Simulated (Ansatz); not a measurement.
# Propene (C3H6): small, medium and large basis sets

The task here is to estimate one member of a computed series from the others.

The runs use Ansatz 0.2.0, Gaussian basis; one geometry, several basis sets.

The runs, in order: PBE0-D4/def2-SVP; ωB97M-V/def2-SVP; PBE0-D4/def2-QZVPP; ωB97M-V/def2-QZVPP; CCSD(T)/cc-pV(D+d)Z; CCSD(T)/cc-pV(T+d)Z; CCSD(T)/cc-pV(Q+d)Z; the functionals' def2-TZVPP values are taken from earlier runs.

## The relaxed structure

The geometry comes from an earlier relaxation with PBE0-D4 in a triple-zeta def2 set; it is a stationary point, not always the lowest conformer.

SMILES `C=CC`, 9 atoms, charge 0, spin multiplicity 1.

Atoms are counted from 1 here; the program's logs count them from 0.

Bond lengths: C1–C2 1.325 Å, C1–H4 1.086 Å, C1–H5 1.084 Å, C2–C3 1.490 Å, C2–H6 1.089 Å, C3–H7 1.095 Å, C3–H8 1.095 Å, C3–H9 1.092 Å. Angles: C2–C1–H4 121.4°, C2–C1–H5 121.6°, H4–C1–H5 117.0°, C1–C2–C3 125.1°, C1–C2–H6 118.7°, C3–C2–H6 116.2°, C2–C3–H7 111.0°, C2–C3–H8 111.0°, C2–C3–H9 111.5°, H7–C3–H8 106.6°, H7–C3–H9 108.3°, H8–C3–H9 108.3°.

As a file:

```xyz
9
C3H6
C    -1.1294    0.5541   -0.5802
C     0.1576    0.2663   -0.4474
C     0.7449   -0.5436    0.6564
H    -1.8648    0.2027    0.1374
H    -1.4955    1.1498   -1.4082
H     0.8570    0.6415   -1.1923
H     1.2616   -1.4253    0.2643
H     1.4904    0.0334    1.2128
H    -0.0219   -0.8791    1.3573
```

Set-up of the first run:

in.yaml

```yaml
crystal:
  periodic: [false, false, false]
  atoms:
    - {symbol: C, position_ang: [-1.129371, 0.554148, -0.580230]}
    - {symbol: C, position_ang: [0.157576, 0.266310, -0.447366]}
    - {symbol: C, position_ang: [0.744870, -0.543551, 0.656402]}
    - {symbol: H, position_ang: [-1.864793, 0.202700, 0.137358]}
    - {symbol: H, position_ang: [-1.495508, 1.149819, -1.408246]}
    - {symbol: H, position_ang: [0.857045, 0.641533, -1.192333]}
    - {symbol: H, position_ang: [1.261630, -1.425291, 0.264329]}
    - {symbol: H, position_ang: [1.490403, 0.033403, 1.212752]}
    - {symbol: H, position_ang: [-0.021852, -0.879072, 1.357334]}
basis:
  gaussian: {orbitals: def2-SVP}
hamiltonian: {xc: pbe0, dispersion: d4}
output: {orbitals: {seedname: orbitals}}
```

Command:

```
> ansatz run in.yaml --threads 2 --pin off --events-out ev --progress --plain --max-ram 32768MiB --backend cpu
```

Steps of the session up to this table: PBE0-D4 in def2-SVP; ωB97M-V in def2-SVP; PBE0-D4 in def2-QZVPP; ωB97M-V in def2-QZVPP.

One table of the session follows, with a row left open; its other results are not shown here.

It belongs to the step «Functionals by basis». 

```
functional       basis  HOMO (eV)  LUMO (eV)
   PBE0-D4    def2-SVP      -7.31       0.71
   PBE0-D4  def2-TZVPP      -7.37       0.45
   PBE0-D4  def2-QZVPP      -7.38       0.36
   ωB97M-V    def2-SVP      -9.57       2.95
   ωB97M-V  def2-TZVPP          ?          ?
   ωB97M-V  def2-QZVPP      -9.65       2.12
```

Q: Estimate the row for ωB97M-V, def2-TZVPP from the others.

The run gave: HOMO (eV): -9.64; LUMO (eV): 2.57. In the column «HOMO (eV)» it lies between ωB97M-V, def2-QZVPP (-9.65) and ωB97M-V, def2-SVP (-9.57).
